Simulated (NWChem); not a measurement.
System: Si anion, quartet

Input file for NWChem:

```
start job
memory heap 200 mb stack 900 mb global 1100 mb
charge -1
geometry units angstroms noautoz
  Si     0.000000     0.000000     0.000000
end
basis spherical
  Si library 6-31+g*
end
dft
  odft
  mult 4
  xc hcth407
  iterations 150
  mulliken
end
task dft energy
```

No stability test was run on the SCF state. The highest occupied level is positive, so the extra electron may be held by the finite basis.

Q: Predict the main results of this run. (HCTH/407/6-31+G* (spherical d), spin-unrestricted.) Quantities: energy (Ha); highest occupied level (eV); lowest empty minus highest occupied level, either spin (eV); <S²>.

A: 
```yaml
energy (Ha): -289.43
highest occupied level (eV): 1.20
lowest empty minus highest occupied level, either spin (eV): 0.29
"<S²>": 3.78
```
